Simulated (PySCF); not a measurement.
**Continuum solvent and chemical shifts**

Structure with atom numbers: `[BH2:1][O:2][CH3:3]` (H(Xn): hydrogen on atom n).

GIAO PBE0/pcSseg-1 in PySCF on one PBE0-D3(BJ)/def2-SVP conformer, non-relativistic, equivalent nuclei averaged. Solvents enter as an IEF-PCM continuum (dichloromethane with ε = 8.9, acetonitrile with ε = 35.7) around the gas-phase geometry. Shifts are referred to BF3·OEt2, TMS computed in the same medium.

Gas phase, δ in ppm: B1 46.9, C3 64.1, H(B1) 5.04, H(C3) 4.06. Dipole moment 1.82 D.

Q: How does each δ change in the continuum?

A: 
```
atoms                              environment  Δδ, dichloromethane  Δδ, acetonitrile
   B1                   boron bonded to O, 2 H                 -0.1              -0.1
   C3                methyl carbon bonded to O                 +1.3              +1.5
H(B1)          hydrogen on a boron bonded to O                -0.09             -0.10
H(C3)  hydrogen on a methyl carbon bonded to O                +0.14             +0.16
```

Changes are relative to the gas phase. The dipole moment becomes 2.15 D in dichloromethane, 2.20 D in acetonitrile.

Q: Which of the listed nuclei move most (in ppm), and what does the model miss? (N and O are left out, as their reference compounds move with the solvent too.)

A: C3 (methyl carbon bonded to O, +1.5 ppm) in acetonitrile. A continuum only polarises the solute; specific hydrogen bonds, the anisotropy of aromatic solvents and changes of geometry or conformer are outside it.
